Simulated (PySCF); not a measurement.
Molecule: `C/C=C(\F)CC`, C5H9F.

Geometry (Å), atoms numbered from 1 in this order:
```xyz
15

C     2.4921    0.2563    0.6076
C     1.0585   -0.0853    0.8441
C     0.1703   -0.3464   -0.1012
F     0.5454   -0.3034   -1.4090
C    -1.2764   -0.6840    0.0670
C    -2.1681    0.4762   -0.3804
H     2.7060    0.3113   -0.4562
H     3.1352   -0.4996    1.0579
H     2.7312    1.2141    1.0683
H     0.7310   -0.1275    1.8718
H    -1.4675   -0.9254    1.1126
H    -1.5007   -1.5635   -0.5420
H    -1.9591    0.7327   -1.4161
H    -3.2159    0.1997   -0.2956
H    -1.9864    1.3528    0.2369
```

Frames of a GFN2-xTB Langevin trajectory at 300 K; GIAO PBE0/pcSseg-1 shieldings in PySCF 2.14.0 with density-fitted response routines, gas phase, non-relativistic; equivalent atoms averaged within each frame.

References, each an isolated molecule treated in the same way: TMS for ¹³C (σ = 186.93 ppm) and ¹H (σ = 31.72 ppm); ¹⁹F (σ = 170.95 ppm) vs CFCl3. The references are static minima.

Question: How do the shifts (ppm) fluctuate along the trajectory?

Answer: 
| time (fs) | C3 | C2 | C5 | C1 | C6 | F4 | H10 | H11/H12 | H7/H8/H9 | H13/H14/H15 |
| --- | --- | --- | --- | --- | --- | --- | --- | --- | --- | --- |
| optimised geometry | 172.7 | 107.1 | 31.9 | 12.3 | 16.0 | -118.9 | 4.75 | 2.19 | 1.79 | 1.20 |
| 250 | 176.1 | 111.8 | 33.7 | 15.4 | 11.5 | -130.8 | 5.63 | 2.60 | 2.12 | 1.00 |
| 425 | 171.3 | 112.8 | 38.2 | 8.6 | 22.5 | -124.4 | 5.39 | 3.27 | 1.87 | 2.04 |
| 625 | 177.0 | 120.7 | 31.5 | 9.3 | 18.2 | -116.1 | 5.55 | 3.44 | 1.20 | 1.19 |
| 800 | 185.6 | 125.3 | 41.1 | 19.4 | 14.8 | -116.8 | 5.80 | 3.26 | 2.51 | 1.39 |
| 1000 | 173.1 | 102.5 | 33.9 | 11.3 | 16.4 | -113.7 | 4.59 | 3.09 | 1.79 | 1.64 |
| mean of frames | 176.6 | 114.6 | 35.7 | 12.8 | 16.7 | -120.4 | 5.39 | 3.13 | 1.90 | 1.45 |
| standard deviation | 5.5 | 8.8 | 3.9 | 4.6 | 4.1 | 7.1 | 0.47 | 0.32 | 0.48 | 0.40 |

5 frames give an uncertainty of the mean of about the standard deviation over 2.2 at best, since frames this close in time may not be independent; classical motion lacks zero-point vibration, and the reference would need the same averaging.
